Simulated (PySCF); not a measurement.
Two structures of CH$_{8}$AlN, singlet, reached by relaxing down either side of one saddle point (PBE0-D4/def2-TZVP). Energies are electronic, without zero-point energy. Computed with PySCF 2.14 with density fitting (its default auxiliary sets; JK sets also for MP2 and CCSD(T)) (basis: def2-TZVPP and def2-QZVPP); correlated methods freeze the cores. Extrapolation: Hartree–Fock as exp(−7.88 √X), correlation as X^−2.97. First:

```tsv
atom	x (Å)	y (Å)	z (Å)
Al1	-0.0671	-1.2580	1.0053
H2	0.9956	-2.0541	0.1026
H3	-1.6205	-1.4554	0.6533
H4	0.3164	-0.9949	2.5412
H5	1.1652	0.9037	0.4546
N6	0.2079	0.6274	0.2577
C7	-0.0708	0.7379	-1.1823
H8	-0.3857	1.2629	0.7824
H9	0.0865	1.7510	-1.5581
H10	-1.1032	0.4394	-1.3605
H11	0.5794	0.0455	-1.7161
```

Second:

Al1  (-0.156, -1.046, 0.899)
H2  (2.580, -1.214, 0.536)
H3  (-0.181, -2.248, -0.134)
H4  (0.108, -1.198, 2.453)
H5  (2.393, -0.499, 0.414)
N6  (-0.536, 0.570, 0.286)
C7  (-0.825, 0.970, -1.074)
H8  (-0.557, 1.353, 0.923)
H9  (-0.089, 1.682, -1.468)
H10  (-1.816, 1.429, -1.173)
H11  (-0.809, 0.095, -1.728)
(Å)

(1) Which bonds change from the first to the second?

(2) Give the saddle point's structure and its height above each. (An estimate is asked for; the value comes from the calculation.)

No T1 diagnostic of these runs exceeds 0.013.

## Answers

(1) CH₅N ([CH3][NH2]) + AlH₃ → CH₆AlN ([CH3][NH][AlH2]) + H₂; bonds formed: H2–H5; dative contacts that become bonds: Al1–N6; bonds broken: Al1–H2, H5–N6.

(2) The calculation gives: 142.3 kJ/mol above the first and 89.3 kJ/mol above the second (CCSD(T) at an estimated basis limit (MP2 extrapolated from triple and quadruple zeta, plus CCSD(T) − MP2 in triple zeta)).
Al1  (-0.066, -1.186, 0.958)
H2  (1.682, -1.024, 0.446)
H3  (-0.729, -2.263, 0.002)
H4  (-0.050, -1.255, 2.542)
H5  (1.232, -0.162, 0.291)
N6  (0.001, 0.575, 0.269)
C7  (-0.424, 0.928, -1.074)
H8  (-0.047, 1.357, 0.908)
H9  (0.085, 1.825, -1.440)
H10  (-1.504, 1.095, -1.145)
H11  (-0.179, 0.110, -1.758)
(Å)

The step is the kind of exchange with an N–H group that builds nitride films in atomic layer and chemical vapour deposition.

Labels in which every atom is bracketed show which atoms are joined, not bond orders.

For scale, one of the runs: CCSD(T)/def2-TZVPP, 216 basis functions, launched by `OMP_NUM_THREADS=4 python run.py`. The run took 9.4 min on 4 CPU threads of an Arm Neoverse V1 (shared host), with 2.8 GiB of host memory at its peak.
